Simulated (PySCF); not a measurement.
Structure problem from calculated spectra and properties.

Elements present: C, H, O and Si. Monoisotopic mass: 62.0188 u.

| Quantity | Value |
| --- | --- |
| UV, first state | lowest singlet excitation: 7.21 eV (172 nm, f = 0.006) [TDDFT PBE0/def2-SVPD] |
| UV, strongest line | among the 8 lowest singlet transitions: S6 at 8.78 eV (141 nm, f = 0.107) [TDDFT PBE0/def2-SVPD] |
| Polarisability | 43.9 au [PBE0/def2-SVPD] |
| Triplet | lowest triplet excitation (Tamm–Dancoff): 6.90 eV [TDA PBE0/def2-SVPD] |
| XPS | Si2p3/2 107.1, C1s 290.2, O1s 538.5, Si1s 1847.0 eV [ΔSCF SCAN, pcX-2 on the ionised atom, pcseg-1 elsewhere, spin-free X2C, 2p3/2 from a spin–orbit splitting computed afterwards within the 2p shell] |
| Rotational structure | rotational constants A, B, C: 19.587, 6.518, 5.401 GHz [GFN2-xTB] |
| Dipole | 1.67 D [PBE0/def2-SVPD] |

Gas-phase values; electronic properties from PySCF, density fitting. Levels stand in brackets. Geometry: GFN2-xTB, one conformer, isolated molecule.

Task: Which formula fits the mass and the elements?

Result: CH6OSi (calculated 62.0188). No other formula that holds each of these elements comes within 0.0003 u with a fitting electron parity and a possible valence count.

Task: Give a SMILES that accounts for the data.

Result: Numbering: `[CH3:1][SiH2:2][OH:3]`. Its formula, CH6OSi, gives 0 degrees of unsaturation, so no ring and no π bond. The core levels belong to: Si2p3/2 107.1 eV, oxygen-bound silicon [Si2]; C1s 290.2 eV, Si-methyl carbon [C1]; O1s 538.5 eV, silanol oxygen [O3]; Si1s 1847.0 eV, oxygen-bound silicon [Si2]. By its constants the optimised geometry is an asymmetric top. Structure: `C[SiH2]O`. Computed isomers that give other values at the same levels: `CO[SiH3]` (rotational constant A: 36.908 GHz; this holds for the one conformer computed). The assignments are read from this structure; whether some other isomer fits the data as well wasn't checked.

Conformer computed: `[CH3:1][SiH2:2][OH:3]`: H–O3–Si2–C1 52°.
